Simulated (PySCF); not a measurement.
Telling isomers of C$_{4}$H$_{4}$O apart by NMR

Method: coordinates at the PBE0-D3(BJ)/def2-SVP level, GIAO PBE0/pcSseg-1 shieldings, spin–spin couplings from B3LYP/pcJ-1, in PySCF 2.14.0 with density-fitted response routines (no relativistic terms, one computed conformer, one averaged value for each set of equivalent atoms, no solvent).

Scale: TMS for 1H, 13C (reference shieldings calculated alike). Multiplet labels drop J under 1 Hz and among equivalent protons, and merge close values. Unscaled 3J(H,H) run several per cent high. Shifts are as computed. Against solution values, carbons near 30 ppm lie about +2 ppm off and those near 130 ppm about +5 ppm. Of 1211 compounds with measured shifts, 218 miss one by over three times the rms of a fit or turn the order of signals round; such compounds aren't used in these exercises.

(1) Tabulate the signals of `Cc1cc1=O`, `C=CC=C=O`, `C=C=CC=O` and their relative energies.

(2) What is the quickest way to tell Cc1cc1=O from C=C=CC=O?

(3) What is the quickest way to tell C=CC=C=O from C=C=CC=O?

(4) What is the quickest way to tell Cc1cc1=O from C=CC=C=O?

Results:

(1) 
```tsv
SMILES	carbon types	δC	δH	E rel. (kcal/mol)
Cc1cc1=O	2×C 1×CH 1×CH3	177.0, 156.7, 152.1, 14.8	8.60 (s, 1H), 2.35 (s, 3H)	15.5
C=CC=C=O	1×C 2×CH 1×CH2	208.6, 129.5, 114.5, 30.2	5.99 (dt, 1H), 5.18 (dd, 1H), 4.87 (dd, 1H), 4.15 (d, 1H)	0.0
C=C=CC=O	1×C 2×CH 1×CH2	231.8, 189.1, 96.4, 83.9	9.38 (s, 1H), 5.87 (t, 1H), 5.51 (d, 2H)	14.8
```

Energies are electronic energies at PBE0/pcSseg-1 on these geometries, without zero-point or thermal terms, each for the one conformer computed, which needn't be the lowest.

(2) Both give the same number of carbon signals, but DEPT or the intensities differ. The first has a ring carbonyl carbon (C) at 152.1 ppm, the second a terminal carbon of a cumulated C=C=C unit (CH2) at 83.9 ppm. Their most deshielded carbons lie at 177.0 and 231.8 ppm. In the proton spectra the most deshielded non-exchanging signals are 8.60 (s, 1H) and 9.38 (s, 1H).

(3) Both give the same number of carbon signals, with the same numbers of each carbon type, so the positions decide. The first has a terminal carbon of a ketene (CH) at 30.2 ppm, the second an aldehyde carbonyl carbon (CH) at 189.1 ppm. Their most deshielded carbons lie at 208.6 and 231.8 ppm. In the proton spectra the most deshielded non-exchanging signals are 5.99 (dt, J = 18.1, 11.9 Hz, 1H) and 9.38 (s, 1H).

(4) Both give the same number of carbon signals, but DEPT or the intensities differ. The first has a methyl carbon on an unsaturated ring (CH3) at 14.8 ppm, the second a terminal =CH2 carbon at 114.5 ppm. Their most deshielded carbons lie at 177.0 and 208.6 ppm. In the proton spectra the most deshielded non-exchanging signals are 8.60 (s, 1H) and 5.99 (dt, J = 18.1, 11.9 Hz, 1H).
